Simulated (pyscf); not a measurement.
This saddle point was located with ωB97X-D3(BJ)/def2-SVP in PySCF.

```xyz
8

B     -0.7784     0.0543    -0.3147
H      0.4112    -0.3836    -0.3123
H     -0.6467     1.2546    -0.2921
H     -1.4014    -0.5959    -1.1136
C      0.0743    -0.8238     1.0238
O      0.0761    -2.0034     1.1891
H     -1.2285    -0.2251     0.8370
H      0.5864    -0.0601     1.6491
```
Charge 0, spin multiplicity 1.

Surface: singlet, charge 0. Lowest wavenumbers (cm⁻¹): 395i, 297, 590, 596, 848.

**Question.** Which two sides does it connect, and which bonds change?

**Answer.** borane (BH₃) + formaldehyde (H₂C=O) <-> borane (BH₃) + formaldehyde (H₂C=O), a four-centre exchange read from left to right: B–H, C–H broken and B–H, C–H formed. At CCSD(T)/def2-TZVPP + ΔMP2(QZVPP) it lies +36.6 kJ/mol from the left side and +36.6 kJ/mol from the right (each side as separated species at their lowest minima found). The reactants may also form a dative adduct at BH₃; it and routes through it were not searched. The products may also form a dative adduct at BH₃; it and routes through it were not searched. At the saddle there is also a short B–C contact that neither side keeps. This is the saddle that the search found; another between the same sides may lie lower. The CCSD(T) − MP2 part came from Ansatz, without density fitting, on the same reference.
